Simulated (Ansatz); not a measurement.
`C#[C][AlH2]`, relaxed with RKS PBE0-D4/def2-TZVP in Ansatz 0.2.0 from a PBE-D4/def2-SVP geometry. The force threshold is 0.005 eV/Å; the program also tests the step.

Total charge 0; spin multiplicity 1.

Start:

```xyz
6

C     0.868   -0.977    1.321
C     0.292   -0.328    0.442
Al   -0.605    0.680   -0.921
H     1.373   -1.545    2.092
H    -1.209    2.108   -0.548
H    -0.720    0.061   -2.386
```

```tsv
step	energy (eV)	largest force (eV/Å)	largest move (Å)
1	-8712.6696	1.739	0.000
2	-8712.7048	0.136	0.033
3	-8712.7053	0.024	0.005
4	-8712.7053	0.002	0.001
```

End:

```xyz
6

C     0.858   -0.965    1.305
C     0.293   -0.329    0.444
Al   -0.598    0.673   -0.911
H     1.356   -1.526    2.064
H    -1.197    2.088   -0.541
H    -0.711    0.059   -2.362
```

Run time 7.5 s (2 threads of a server CPU on a shared host); peak host memory 0.18 GiB.
